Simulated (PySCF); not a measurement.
All values below come from PBE-D3(BJ)/def2-TZVP // PBE0-D3(BJ)/def2-TZVP (PySCF). All species are isolated molecules in the gas phase. 

Reference species (SMILES): `C=[SiH][O]` (neutral, multiplicity 2).

| Property | Result |
|---|---|
| dipole moment | 3.95 D |

Changed species: `[SiH3]` (radical fragment; the reference has radical fragment).

### Question
Predict the effect on the dipole moment.

### Answer
the dipole moment decreases by 3.92 D, to 0.03 D.
